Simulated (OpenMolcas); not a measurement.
# One shape, several levels: singlet [BCl2]+

Wanted: a comparison of 6 runs (B3LYP/6-31G*, B3LYP/def2-TZVP, M06-L/def2-TZVP, PBE0/def2-TZVP, MP2/def2-TZVP, CCSD(T)/def2-TZVP) of singlet [BCl2]+. 

Program for the calculation: OpenMolcas 26.06.

1 further run of the same task is left out (set aside as unsound or not needed).

## 1. Starting point

[BCl2]+ has 3 atoms, charge +1, and is taken as a singlet. As SMILES of the parent species, `Cl[B]Cl`. The coordinates come from a PBE0-D4/def2-TZVP relaxation. That shape belongs to the parent species and isn't relaxed for this state.

Bond lengths: Cl1–B2 1.720 Å, B2–Cl3 1.720 Å. Angles: Cl1–B2–Cl3 125.4°.

## 2. The energy at B3LYP/6-31G(d) (Cartesian functions) (run 1)

run.inp

```
&GATEWAY
  BasLib = $CurrDir
  Coord
  3
  angstrom
  Cl       0.371500      -1.525600       0.030000
  B       -0.463900      -0.050300      -0.256900
  Cl       0.081500       1.511100       0.213700
  Basis = 6-31Gs
  Group = NoSym

&SEWARD
  GridInput
  Grid=UltraFine
  End of Grid

&SCF
  Charge = 1
  KSDFT = B3LYP
  Thresholds = 1e-10 1e-07 1e-07 1e-05
  PrOrbitals = 1 2
```

The basis set 6-31G* is read from a file made from the Basis Set Exchange's data (not shown).

The run is started by

```console
$ export MOLCAS_MEM=1860
$ pymolcas run.inp > run.log
```

Output:

```text
--- Start Module: gateway ---
[...]
--- Stop Module: gateway /rc=_RC_ALL_IS_WELL_ ---
--- Start Module: seward ---
[...]
      Basis functions           53
--- Stop Module: seward /rc=_RC_ALL_IS_WELL_ ---
[...]
--- Start Module: scf ---
[...]
       Convergence after  15 Iterations
[...]
::    Total KS-DFT energy                            -944.9213929857
[...]
      Total spin, S                                     0.0000000000
[...]
      Total electronic charge=   38.000000
      Total            charge=    1.000000
[...]
      Dipole Moment (debye):
      Origin of the operator (angstrom)=    0.1326   -0.0131    0.0703
                   X= -1.4870E+00               Y= -9.2930E-02               Z= -8.1578E-01           Total=  1.6986E+00
      Center of Charge (angstrom)
[...]
--- Stop Module: scf /rc=_RC_ALL_IS_WELL_ ---
[...]
```

Run time: 6.9 s. Hardware: 1 thread of Intel Xeon Platinum 8488C (Sapphire Rapids), shared host; peak memory 0.38 GiB.

## 3. The energy at B3LYP/def2-TZVP (run 2)

coord.xyz

```xyz
3

Cl     0.371500    -1.525600     0.030000
B     -0.463900    -0.050300    -0.256900
Cl     0.081500     1.511100     0.213700
```

calc.input

```
* BCl2 Kohn-Sham DFT

&gateway
 baslib
 $CurrDir
 coord
 coord.xyz
 basis
 def2-TZVP
 group
 NoSym

&seward
 gridinput
 Grid=UltraFine
 End of Grid

&scf
 charge
 1
 ksdft
 B3LYP
 thresholds
 1e-10 1e-07 1e-07 1e-05
 prorbitals
 1 1
```

The basis set def2-TZVP is read from a file made from the Basis Set Exchange's data (not shown).

The run is started by

```console
$ export MOLCAS_MEM=1860
$ pymolcas calc.input > calc.log
```

Output:

```text
--- Start Module: gateway ---
[...]
--- Stop Module: gateway /rc=_RC_ALL_IS_WELL_ ---
--- Start Module: seward ---
[...]
      Basis functions          105
--- Stop Module: seward /rc=_RC_ALL_IS_WELL_ ---
[...]
--- Start Module: scf ---
[...]
       Convergence after  16 Iterations
[...]
::    Total KS-DFT energy                            -944.9951905529
[...]
      Total spin, S                                     0.0000000000
[...]
      Total electronic charge=   38.000000
      Total            charge=    1.000000
[...]
      Dipole Moment (debye):
      Origin of the operator (angstrom)=    0.1326   -0.0131    0.0703
                   X= -1.4239E+00               Y= -8.8992E-02               Z= -7.8115E-01           Total=  1.6265E+00
      Center of Charge (angstrom)
[...]
--- Stop Module: scf /rc=_RC_ALL_IS_WELL_ ---
[...]
```

Wall time 23 s (1 thread of Intel Xeon Platinum 8488C (Sapphire Rapids), shared host); peak memory 0.6 GiB.

Run 3 isn't shown in full; the table further down has it.

## 4. A single-point energy at PBE0/def2-TZVP (run 4)

geom.xyz

```xyz
3

Cl     0.371500    -1.525600     0.030000
B     -0.463900    -0.050300    -0.256900
Cl     0.081500     1.511100     0.213700
```

calc.input

```
>>> EXPORT MOLCAS_PRINT=2

&gateway
 baslib=$CurrDir
 coord=geom.xyz
 basis=def2-TZVP
 group=NoSym

&seward
 gridinput
 Grid=UltraFine
 End of Grid

&scf
 charge=1
 ksdft=PBE0
 thresholds=1e-10 1e-07 1e-07 1e-05
 prorbitals=1 1
```

The basis set def2-TZVP is read from a file made from the Basis Set Exchange's data (not shown).

The run is started by

```console
$ export MOLCAS_MEM=1860
$ pymolcas calc.input > calc.log
```

Output:

```text
--- Start Module: gateway ---
[...]
--- Stop Module: gateway /rc=_RC_ALL_IS_WELL_ ---
--- Start Module: seward ---
[...]
      Basis functions          105
--- Stop Module: seward /rc=_RC_ALL_IS_WELL_ ---
[...]
--- Start Module: scf ---
[...]
       Convergence after  17 Iterations
[...]
::    Total KS-DFT energy                            -944.6253051462
[...]
      Total spin, S                                     0.0000000000
[...]
      Total electronic charge=   38.000000
      Total            charge=    1.000000
[...]
      Dipole Moment (debye):
      Origin of the operator (angstrom)=    0.1326   -0.0131    0.0703
                   X= -1.4557E+00               Y= -9.0983E-02               Z= -7.9864E-01           Total=  1.6629E+00
      Center of Charge (angstrom)
[...]
--- Stop Module: scf /rc=_RC_ALL_IS_WELL_ ---
[...]
```

Run time: 26 s. Hardware: 1 thread of Intel Xeon Platinum 8488C (Sapphire Rapids), shared host; peak memory 0.6 GiB.

Run 5 isn't shown in full; the table further down has it.

## 5. A single-point energy at CCSD(T)/def2-TZVP (Cholesky decomposition) (run 6)

input.xyz

```xyz
3

Cl     0.371500    -1.525600     0.030000
B     -0.463900    -0.050300    -0.256900
Cl     0.081500     1.511100     0.213700
```

calc.inp

```
* BCl2 CCSD(T)
>>> EXPORT MOLCAS_PRINT=2

&GATEWAY
  BasLib = $CurrDir
  Coord = input.xyz
  Basis = def2-TZVP
  Group = NoSym

&SEWARD
  High

&SCF
  Charge = 1
  Thresholds = 1e-10 1e-07 1e-07 1e-05
  PrOrbitals = 1

&CHCC
  Frozen = 11
  Threshold = 1e-08
  MaxIterations = 80

&CHT3
  Frozen = 11
```

The basis set def2-TZVP is read from a file made from the Basis Set Exchange's data (not shown).

The run is started by

```console
$ export MOLCAS_MEM=1860
$ pymolcas calc.inp > calc.log
```

Output:

```text
--- Start Module: gateway ---
[...]
--- Stop Module: gateway /rc=_RC_ALL_IS_WELL_ ---
[...]
      Basis functions          105
[...]
       Convergence after  18 Iterations
[...]
::    Total SCF energy                               -943.4133582486
[...]
      Total spin, S                                     0.0000000000
[...]
      Total electronic charge=   38.000000
      Total            charge=    1.000000
[...]
      Dipole Moment (debye):
      Origin of the operator (angstrom)=    0.1326   -0.0131    0.0703
                   X= -1.9470E+00               Y= -1.2163E-01               Z= -1.0682E+00           Total=  2.2241E+00
      Center of Charge (angstrom)
[...]
--- Start Module: chcc ---
[...]
--- Stop Module: chcc /rc=_RC_ALL_IS_WELL_ ---
[...]
--- Start Module: cht3 ---
[...]
--- Stop Module: cht3 /rc=_RC_ALL_IS_WELL_ ---
[...]
```

Wall time 4 min (1 thread of Intel Xeon Platinum 8488C (Sapphire Rapids), shared host); peak memory 0.15 GiB.

## 6. Overview of the runs

```tsv
run	level	Cartesian functions	integration grid	energy (Eh)	HOMO energy (eV)	LUMO energy (eV)	HOMO–LUMO gap (eV)	wall time
1	B3LYP/6-31G* (Cartesian functions)	yes	UltraFine	-944.921393	-16.08	-11.34	4.73	6.9 s
2	B3LYP/def2-TZVP	no	UltraFine	-944.995191	-16.00	-11.25	4.76	23 s
3	M06-L/def2-TZVP	no	UltraFine	-944.956050	-15.16	-11.56	3.59	32 s
4	PBE0/def2-TZVP	no	UltraFine	-944.625305	-16.29	-11.02	5.27	26 s
5	MP2/def2-TZVP	no	–	-943.857752	-19.44	-7.46	11.99	15 s
6	CCSD(T)/def2-TZVP (Cholesky decomposition)	no	–	-943.916335	-19.44	-7.46	11.99	4 min
```

## 7. Summary of results

```
                                           quantity          value
                                run 6: total energy  -943.91634 Eh
         run 6: HOMO energy (Hartree–Fock orbitals)      -19.44 eV
         run 6: LUMO energy (Hartree–Fock orbitals)       -7.46 eV
       run 6: HOMO–LUMO gap (Hartree–Fock orbitals)       11.99 eV
run 6: correlation energy (11 core orbitals frozen)     -503.0 mEh
                              run 6: (T) correction     -25.56 mEh
```

**Reading.** Over runs 1, 2, 3, 4 the HOMO–LUMO gap runs from 3.59 eV (M06-L/def2-TZVP) to 5.27 eV (PBE0/def2-TZVP). Totals of different functionals can't be ranked against each other. All runs together took 5.8 min, the longest 4 min.
